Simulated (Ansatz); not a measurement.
Basis-set extrapolation for `B[S][AlH2]` (PBE0-D4/def2-TZVP geometry, frozen core, the Gaussian-basis code of Ansatz). Multiplicity 1, RHF reference.

```csv
,def2-TZVPP,def2-QZVPP
HF,-666.530190,-666.549672
MP2 correlation,-0.359093,-0.387400
CCSD(T) correlation,-0.419508,not run
```

Energies in hartree. Use E(X) = E(∞) + A·exp(−7.88·√X) for Hartree–Fock and E(X) = E(∞) + B·X^(−2.97) for correlation, with X = 3 and 4, and add CCSD(T) minus MP2 of the smaller set to the MP2 limit.

Question: What is the CCSD(T) energy at the basis-set limit?

Answer: HF limit: -666.549672 + (-0.019482) × 0.13774 = -666.55236. MP2 limit: -0.387400 + (-0.028307) × 0.74074 = -0.40837. Higher-order term: -0.419508 − (-0.359093) = -0.06041. Total: -667.02114 hartree, 44.8 kcal/mol below CCSD(T)/def2-TZVPP.
